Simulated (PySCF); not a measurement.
**Stretching LiAl**

Set-up: basis Li def2-TZVP, Al def2-TZVP; no relativity; PySCF 2.14. Energies in eV from Li + Al in their ground configurations at the same level. All curves are PBE0. state 1: ¹Σ⁺ (singlet), closed shell; state 2: ³Π (triplet), unpaired electrons σ ↑, π ↑, a second solution, started from another occupation; state 3: Ms = 0 determinant of mixed spin (⟨S²⟩ near 1.0), unpaired electrons σ ↑, π ↓, a second solution, started from another occupation; state 4: triplet, unpaired electrons π ↑↑, a second solution, started from another occupation.

| R (Å) | state 1 | state 2 | state 3 | state 4 |
| --- | --- | --- | --- | --- |
| 2.495 | -0.6365 | -0.7805 | -0.5581 | -0.0296 |
| 2.611 | -0.7577 | -0.8066 | -0.5921 | 0.0324 |
| 2.727 | -0.8269 | -0.7987 | -0.5936 | 0.1178 |
| 2.814 | -0.8522 | -0.7772 | -0.5802 | 0.1923 |
| 2.901 | -0.8594 | -0.7464 | -0.5586 | 0.2725 |
| 2.988 | -0.8522 | -0.7092 | -0.5315 | 0.3563 |
| 3.104 | -0.8247 | -0.6536 | -0.4904 | 0.4709 |
| 3.249 | -0.7692 | -0.5801 | -0.4360 | 0.6143 |
| 3.423 | -0.6816 | -0.4930 | -0.3718 | 0.7821 |
| 3.655 | -0.5444 | -0.3867 | -0.2937 | 0.9917 |

Q: Put a parabola through the three lowest points of the state 1 curve and estimate Re, k and ωe (reduced mass 5.568 u; 1 eV/Å² = 0.16022 mdyn/Å; ωe = 1302.8·√(k/μ) cm⁻¹).

A: Through R = 2.814, 2.901, 2.988 Å the second-order coefficient is 0.951 eV/Å², so Re ≈ 2.901 Å, k ≈ 0.305 mdyn/Å and ωe ≈ 305 cm⁻¹. A polynomial fit of higher order to the unrounded PBE0 energies gives Re = 2.898 Å, k = 0.309 mdyn/Å, ωe = 307 cm⁻¹; anharmonicity and rounding make the difference.

The higher-order fit for each curve: state 1: Re = 2.898 Å, ωe = 307 cm⁻¹, De = 0.86 eV; state 2: Re = 2.636 Å, ωe = 336 cm⁻¹, minimum 0.81 eV below the ground-state fragments; state 3: Re = 2.674 Å, ωe = 306 cm⁻¹, minimum 0.60 eV below the ground-state fragments. State 4 gave no clean fit.

Closed-shell solutions of metal pairs were not tested for spin polarisation, which can lower them a little.
